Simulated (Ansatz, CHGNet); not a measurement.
## Rock-salt HfN, elastic constant C11

Reference value: 679 GPa (measured, temperature not stated, not corrected to a static lattice; as tabulated in Wu et al. (2005), arXiv:cond-mat/0412374).

```csv
level (code),value (GPa),cell (Å³/atom),difference (%)
CHGNet-r²SCAN,352,11.47,-48
LDA (Ansatz),675,11.15,-0.6
PBE (Ansatz),570,11.76,-16.1
r²SCAN (Ansatz),608,11.58,-10.5
HSE06 (Ansatz),623,11.54,-8.2
```

The reference's temperature isn't stated, so close values are not ranked against it. Off by more than 25 %, or 35 % on the side where a correction would as a rule narrow the miss (bounds picked here): CHGNet-r²SCAN (-48 %).

The measured value isn't corrected to a static lattice, so vibrations enter the comparison. A static lattice is as a rule stiffer than a warm one, by over a tenth in soft solids.  Density-functional levels without +SOC have no spin–orbit coupling. HSE06: hybrids on metals are sensitive to the k mesh. Each level is taken at its own relaxed cell. Cutoffs and k meshes differ between the levels. Ansatz's density-functional and Hartree–Fock values are scalar-relativistic unless marked +SOC, with PAW data made under PBE.

Machine-learned potentials (CHGNet-r²SCAN) are trained on DFT data: a solid inside that data is no test of them.

Differences are worked out from the printed values.

Ansatz is a first-principles code.
